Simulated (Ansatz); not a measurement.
**Structure relaxation of NaV3**

Theory: DFT PBE, scalar-relativistic, plane waves, PAW in Ansatz. Cutoff 420 eV, Γ-centred k mesh, Gaussian smearing, no spin polarisation in the final step.

The start puts NaV3 on the Cu3Au (L1_2) structure type (Pm-3m, No. 221), with Na in place of Au, V in place of Cu, at a guessed volume.

```
Na V
1.0
     3.87238    0.00000    0.00000
     0.00000    3.87238    0.00000
     0.00000    0.00000    3.87238
Na V
1 3
Direct
  0.00000 0.00000 0.00000
  0.00000 0.50000 0.50000
  0.50000 0.00000 0.50000
  0.50000 0.50000 0.00000
```

Cell and atoms relax at zero pressure; the relaxation can't lower the symmetry of the start. After a coarse first stage the cell is made exact in the group found at 0.06 Å.

Energies over the elements count from the elements' standard structures at the same level, with no empirical corrections.

(1) Describe the relaxed structure.

(2) What are its volume, energy, density and gap?

Answers

(1) It keeps Pm-3m (No. 221). The result has the Cu3Au (L1_2) structure. Conventional cell: a = 3.941 Å. Na has 12 V at 2.79 Å; V is coordinated by 4 Na at 2.79 Å and 8 V at 2.79 Å.

Space group Pm-3m (No. 221). a = 3.941 Å, b = 3.941 Å, c = 3.941 Å, α = 90.00°, β = 90.00°, γ = 90.00°
```tsv
atom	site	symmetry	x	y	z
Na	1a	m-3m	0.0000	0.0000	0.0000
V	3c	4/mm.m	0.0000	0.5000	0.5000
```

(2) The volume per atom is 15.31 Å³. The density is 4.77 g/cm³, the energy over the elements is 1.05 eV/atom and the gap on the 12×12×12 mesh is 0 eV (a metal).

The final run used a 12×12×12 mesh on its 4-atom cell and 0.10 eV smearing. For metals, differences of a few meV/atom aren't resolved. A structure relaxed within its symmetry needn't be a true minimum.

Cost: 3 runs of about 0.63 core-minutes in all, on Arm Neoverse V2 (shared hosts).